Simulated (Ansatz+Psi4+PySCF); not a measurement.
Results of a calculation; reference values are marked as such.
This PySCF input gave a total energy of -547.49652 hartree.

```python
from pyscf import gto, scf, mp

# the (T+d) and (D+d) sets load through basis_set_exchange
mol = gto.M(atom="""
S 0.000000 0.000000 0.000000
O 0.000000 1.348590 0.628860
O 0.000000 -1.261580 0.588280
""", basis={'O': 'cc-pvtz', 'S': 'cc-pv(t+d)z'}, charge=1, spin=1)
mf = scf.UHF(mol)
mf.kernel()
pt = mp.MP2(mf, frozen=7).run()
print(mf.e_tot, pt.e_corr, pt.e_tot)
```

Q: Write an input for Psi4 with the same method and basis set.

A:

```
molecule {
1 2
S 0.000000 0.000000 0.000000
O 0.000000 1.348590 0.628860
O 0.000000 -1.261580 0.588280
}

basis {
assign O cc-pVTZ
assign S cc-pV(T+d)Z
}
set reference uhf
set scf_type pk
set mp2_type conv
set cc_type conv
set num_frozen_docc 7
energy('mp2')
```

Psi4 1.11 gave -547.49653 hartree, 0.37 meV from the first. The reference isn't the lowest determinant (another lies 0.63 eV lower), but the same method gives a higher total on the lower determinant. Caution: the unrestricted determinant is spin contaminated; MP2 on this radical cation hangs on the determinant chosen.
